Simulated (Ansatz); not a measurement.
# SiNH₃ (triplet): from Hartree-Fock to the top rungs at distance N1–H4 along a hydrogen transfer = 0.942 Å, cc-pVDZ

Aim: climb from Hartree-Fock through coupled cluster and multireference methods for SiNH₃ (triplet) at one geometry and basis, and see what each rung misses.

Program: Ansatz 0.2.0, Gaussian basis. Level of theory: cc-pVDZ, core rule «outside noble gas», up to 6 orbitals frozen. These are calculated values, not measurements.

To be run: UHF; CCSD(T) on ROHF; CCSD(T) on UHF; BCCD(T) on ROHF; CISD; CCSDT(Q) on ROHF; CCSDT(Q) on UHF; CASSCF and MRCISD+Q, 4 electrons in 4 orbitals; CASSCF and NEVPT2, 4 electrons in 4 orbitals.

7 further runs of the same task are left out: 6 that didn't finish, 1 set aside as unsound or not needed.

## 1. The geometry

The geometry derives from fragments relaxed apart (PBE0/def2-TZVP) and kept rigid, so it is no stationary point. A hydrogen atom is moved between rigid fragments.

5 atoms, charge 0, spin multiplicity 3.

Atoms are counted from 1 here; the program's logs count them from 0.

Bond lengths: N1–H2 1.012 Å, N1–H3 1.012 Å, N1–H4 0.942 Å. Angles: H2–N1–H3 107.1°, H2–N1–H4 107.1°, H3–N1–H4 107.1°.

## 2. UHF

File in.yaml:

```yaml
crystal:
  periodic: [false, false, false]
  atoms:
    - {symbol: N, position_ang: [-1.971182, -0.012635, -0.019666]}
    - {symbol: H, position_ang: [-2.268461, 0.955198, -0.019665]}
    - {symbol: H, position_ang: [-2.268461, -0.414935, 0.860594]}
    - {symbol: H, position_ang: [-1.029182, -0.012635, -0.019666]}
    - {symbol: Si, position_ang: [1.182818, -0.012634, -0.019666]}
basis:
  gaussian: {orbitals: cc-pVDZ}
magnetization: {spin_polarized: true, initial_magnetization: 2}
hamiltonian: {xc: hf}
output: {orbitals: {seedname: orbitals}}
```

Launch:

```console
ansatz run in.yaml --threads 1 --pin off --events-out ev --progress --plain --max-ram 2393MiB
```

Further steps of the session: CCSD(T) on ROHF; CCSD(T) on UHF; BCCD(T) on ROHF; CISD; CCSDT(Q) on ROHF; CCSDT(Q) on UHF; CASSCF and MRCISD+Q, 4 electrons in 4 orbitals; CASSCF and NEVPT2, 4 electrons in 4 orbitals.

Q: Predict the results of all the runs planned. Wanted: UCCSDT(Q) below the RHF energy; RMP2 from UCCSDT(Q); UMP2 from UCCSDT(Q); RCCSD from UCCSDT(Q); RCCSD(T) from UCCSDT(Q); UCCSD(T) from UCCSDT(Q); RCCSDT(Q) from UCCSDT(Q); NEVPT2 pair from UCCSDT(Q); MRCISD+Q pair from UCCSDT(Q).

As calculated:

| quantity | value |
| --- | --- |
| UCCSDT(Q) below the RHF energy | -7.5768 eV |
| RMP2 from UCCSDT(Q) | +1113.2 meV |
| UMP2 from UCCSDT(Q) | +1105.7 meV |
| RCCSD from UCCSDT(Q) | +177.2 meV |
| RCCSD(T) from UCCSDT(Q) | +30.3 meV |
| UCCSD(T) from UCCSDT(Q) | +29.5 meV |
| RCCSDT(Q) from UCCSDT(Q) | +0.3 meV |
| NEVPT2 pair from UCCSDT(Q) | +1092.4 meV |
| MRCISD+Q pair from UCCSDT(Q) | +49.8 meV |
| levels within 1 kcal/mol (43 meV) | RCCSD(T), UCCSD(T), BCCD(T), RCCSDT, UCCSDT, RCCSDT(Q) |
| T1 diagnostic | 0.016 |

**Reading.** RCCSD(T) misses by +30.3 meV, 0.4 % of the correlation energy. Of the multireference levels listed MRCISD+Q pair comes nearest in total energy (+49.8 meV), which doesn't show that its space is the better one. These misses are within one basis, not against nature; the frozen cores of restricted and unrestricted runs differ, which can shift their rows.
